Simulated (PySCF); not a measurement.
Potential energy curve for H3N, SMILES N. The N1–H4 bond (N1 also carries H, H; H4 carries nothing else) is pulled apart rigidly from the PBE0/def2-TZVP optimised geometry.

Computed with CCSD(T) on UHF/cc-pVTZ, 1 core orbital frozen (PySCF).

Problem. Relative to R = 1.01 Å, what are the energies at R = 0.82, 1.07, 1.50, 1.67 Å?

Solution. 123.3 kJ/mol at 0.82 Å, 6.3 kJ/mol at 1.07 Å, 207.6 kJ/mol at 1.50 Å, 291.0 kJ/mol at 1.67 Å.

The unrestricted determinant behind UCCSD(T) is spin-contaminated at 1.50 to 3.54 Å (<S²> up to 1.0, against 0.00 for a pure singlet).
